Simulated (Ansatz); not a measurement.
**CH₂OS (SMILES O=CS): functionals against CCSD(T) at one geometry**

An exercise on one series of results from a longer session: the logs are not shown, and one member is left open.

The runs use Ansatz 0.2.0, Gaussian basis; single points in def2-TZVPP.

Cores are frozen in the correlated methods.

## Where the work starts

SMILES `O=CS`, 5 atoms, charge 0, spin multiplicity 1.

Atoms are counted from 1 here; the program's logs count them from 0.

Bond lengths: O1–C2 1.120 Å, C2–S3 1.689 Å, C2–H4 1.085 Å, S3–H5 1.469 Å. Angles: O1–C2–S3 126.3°, O1–C2–H4 133.0°, S3–C2–H4 99.7°, C2–S3–H5 99.0°.

Geometry (Å):

```
O    -0.5725   -0.6662    1.0388
C    -0.4130   -0.3169   -0.0134
S     0.8037    0.7259   -0.5463
H    -0.8023   -0.6477   -0.9706
H     1.4294    1.0274    0.7478
```

Set-up of the first run:

run/in.yaml

```yaml
crystal:
  periodic: [false, false, false]
  atoms:
    - {symbol: O, position_ang: [-0.572500, -0.666200, 1.038800]}
    - {symbol: C, position_ang: [-0.413000, -0.316900, -0.013400]}
    - {symbol: S, position_ang: [0.803700, 0.725900, -0.546300]}
    - {symbol: H, position_ang: [-0.802300, -0.647700, -0.970600]}
    - {symbol: H, position_ang: [1.429400, 1.027400, 0.747800]}
basis:
  gaussian: {orbitals: def2-TZVPP}
correlation: {method: ccsd_t}
output: {forces: true}
```

The command line of these runs was not kept.

Steps of the session up to this table: CCSD(T)/def2-TZVPP; PBE0-D4/def2-TZVPP; wB97M-V/def2-TZVPP; r2SCAN-D4/def2-TZVPP; PBE-D4/def2-TZVPP; r2SCAN0-D4/def2-TZVPP; revPBE-D4/def2-TZVPP.

One of the session's tables, all rows but one given; the rest of the session is left out.

| method | RMS force component (eV/Å) | angle to CCSD(T) forces (°) | dipole (D) |
| --- | --- | --- | --- |
| CCSD(T) | 3.473 | reference | 1.23 |
| PBE0-D4 | 3.171 | 2.0 | 1.28 |
| wB97M-V | 3.219 | 1.8 | 1.31 |
| r2SCAN-D4 | 3.286 | 1.1 | 1.25 |
| PBE-D4 | 3.497 | 3.5 | 1.22 |
| r2SCAN0-D4 | 3.046 | 3.6 | 1.31 |
| revPBE-D4 | ? | ? | ? |

Q: Estimate the row for revPBE-D4 from the others.

As computed: RMS force component (eV/Å): 3.596; angle to CCSD(T) forces (°): 3.7; dipole (D): 1.19. In the column «RMS force component (eV/Å)» it is the highest.
